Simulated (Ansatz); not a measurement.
A nudged elastic band was laid between two geometries of CH5BO + H2 (10 atoms, charge 0, multiplicity 1).

The calculation used RKS PBE0-D4/cc-pVDZ in Ansatz.

```yaml
movable_images: 9
climbing_image: yes
spring: 5.0 eV/Å²
optimiser: quadratic models (default)
start_path: through a guess of the saddle point
force_threshold: 0.05 eV/Å
iteration_limit: 60
end_points: relaxed
```

Image 0:

```xyz
10
Properties=species:S:1:pos:R:3
B 0.262 0.205 0.318
C 0.162 0.433 1.860
H -0.638 -0.192 2.292
H 1.103 0.232 2.394
H -0.138 1.476 2.065
O 1.465 -0.126 -0.223
H 1.412 -0.237 -1.179
H -0.705 0.329 -0.411
H -1.039 -2.832 0.454
H -0.522 -2.813 1.013
```

Image 10:

```xyz
10
Properties=species:S:1:pos:R:3
B -0.176 -0.727 -0.864
C 0.045 -0.084 2.604
H -0.757 0.550 3.005
H 0.747 -0.341 3.409
H 0.575 0.458 1.809
O 0.876 0.109 -1.020
H 1.722 -0.346 -0.947
H -1.270 -0.223 -0.943
H -0.011 -1.912 -0.664
H -0.391 -1.006 2.194
```

Question: What changes between the two ends?

Answer: Bonds broken: B1–C2, H9–H10. Bonds formed: B1–H9, C2–H10. CH5BO + H2 becomes BH3O + CH4.

Question: What energy profile does the band end with?

Answer: It converged. The highest image is number 5 of 0 to 10, 1.59 eV above the first end and 1.74 eV above the last; the last end lies 0.15 eV below the first. A structure lower than the first end lies on the path between it and the top, so the climb from that side starts below the end, which may itself be a saddle point or a shallow side well. Neighbouring images differ by up to 1.5 eV, so the band resolves the path poorly. A vibrational analysis at the climbing image gives one clearly imaginary mode, 1192i cm⁻¹: a first-order saddle point. The orbitals stay closed-shell, which can raise the energy where a bond breaks towards radicals; this wasn't checked here.

| image | path coordinate (Å) | energy (eV) | B1–C2 (Å) | H9–H10 (Å) | B1–H9 (Å) |
| --- | --- | --- | --- | --- | --- |
| 0 | 0.00 | 0.00 | 1.56 | 0.76 | 3.31 |
| 1 | 1.57 | -0.01 | 1.56 | 0.76 | 3.10 |
| 2 | 3.13 | 0.00 | 1.56 | 0.76 | 3.59 |
| 3 | 4.70 | 0.01 | 1.57 | 0.76 | 3.08 |
| 4 | 6.27 | 0.09 | 1.57 | 0.76 | 2.53 |
| 5 | 7.83 | 1.59 | 1.79 | 1.09 | 1.33 |
| 6 | 8.46 | 0.58 | 2.25 | 1.57 | 1.22 |
| 7 | 9.08 | 0.04 | 2.68 | 1.95 | 1.21 |
| 8 | 9.71 | -0.11 | 3.06 | 2.35 | 1.21 |
| 9 | 10.33 | -0.15 | 3.39 | 2.75 | 1.21 |
| 10 | 10.96 | -0.15 | 3.53 | 3.02 | 1.21 |

Question: What is the geometry of the highest image?

Answer: 
```xyz
10
Properties=species:S:1:pos:R:3
B -0.120 -0.396 0.109
C 0.037 -0.075 1.860
H -0.896 -0.127 2.438
H 0.852 -0.556 2.427
H 0.313 0.979 1.719
O 1.025 -0.034 -0.623
H 1.836 -0.436 -0.300
H -1.176 0.088 -0.208
H -0.378 -1.705 0.097
H -0.131 -1.261 1.062
```

The band took 41 iterations and about 14 core-minutes.

The run took 7.3 min on 2 threads of Arm Neoverse V1, on a shared host, peak memory 0.14 GiB.
